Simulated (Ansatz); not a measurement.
Results of r²SCAN+rVV10 (plane waves, PAW; Ansatz, an electronic-structure program) for rutile CrO2.

Numerical settings: plane-wave cutoff 560 eV, 12×12×18 k mesh (along the axes of the cell as run), Fermi–Dirac smearing 0.05 eV, spin-polarised with parallel moments, scalar-relativistic PAW data made under PBE.

Computed at the level's own relaxed cell.

Q: Give the computed equilibrium volume per atom, bulk modulus B0, lattice constant a and pressure derivative B′ of the bulk modulus.

A: 
equilibrium volume per atom: 9.35 Å³/atom
bulk modulus B0: 260 GPa
lattice constant a: 4.392 Å
pressure derivative B′ of the bulk modulus: 4.9

The run finds no gap.

Measured, for comparison: bulk modulus 242 ± 2 GPa (temperature not stated, not corrected to a static lattice, equation of state from high-pressure X-ray diffraction; as tabulated in Datta et al. (2023), arXiv:2307.04584); lattice constant a 4.419 Å (room temperature, not corrected to a static lattice; as tabulated in Hiroi (2015), arXiv:1503.02262). Computed (rounded) less measured: bulk modulus +7 %, lattice constant a -0.6 %. A static lattice is as a rule a little smaller and stiffer than an uncorrected measurement, which narrows the difference in the bulk modulus, lattice constant a and would widen misses of the other sign.

Note: the bulk modulus comes from volumes at which shape and atoms were relaxed.

Computed values are for the static lattice.

The result took roughly 50 core-minutes.
